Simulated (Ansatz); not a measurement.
A made-up structure of LiSi2H3, closed shell:

Li1  (-1.382, 0.189, -1.432)
Si2  (-0.232, -1.470, -0.228)
Si3  (0.312, 0.569, 0.319)
H4  (-2.872, -0.021, -1.948)
H5  (-0.494, 1.563, -0.525)
H6  (1.158, 1.433, 1.186)
(Å)

It is relaxed with PBE-D4/def2-SVP and then PBE0-D4/def2-TZVP (Ansatz 0.2.0). Atoms count as bonded within 1.22 times the sum of their covalent radii (H–H: 0.88 Å). The end point is not checked to be a true minimum.

Problem. Does its bonding change? (A judgement: the text doesn't fix the answer.)

Solution. Computed: Yes. Formed: Si2–H4; broken: none.

Where it ends: The first stage lowers the energy by 3.04 eV in 13 steps. It ends as LiSi₂H₃ ([H]1[Si]2[SiH]3[H][Li]123):
```xyz
6
angstrom
Li -1.1979 0.7815 -1.8692
Si -0.8303 -1.3782 -0.3661
Si -0.0625 0.6038 0.2245
H -1.9663 -0.6556 -1.1840
H -0.6069 1.8963 -0.4020
H 1.1538 1.0148 0.9684
```

Labels in which every atom is bracketed show which atoms are joined, not bond orders.

For scale, one of the runs: PBE0-D4/def2-TZVP relaxation, 106 basis functions, launched by `ansatz run in.yaml --threads 2 --pin off --events-out ev --progress --plain --max-ram 4352MiB`. The run took about 22 s on 2 CPU threads of an Intel Xeon Platinum 8259CL (shared host).
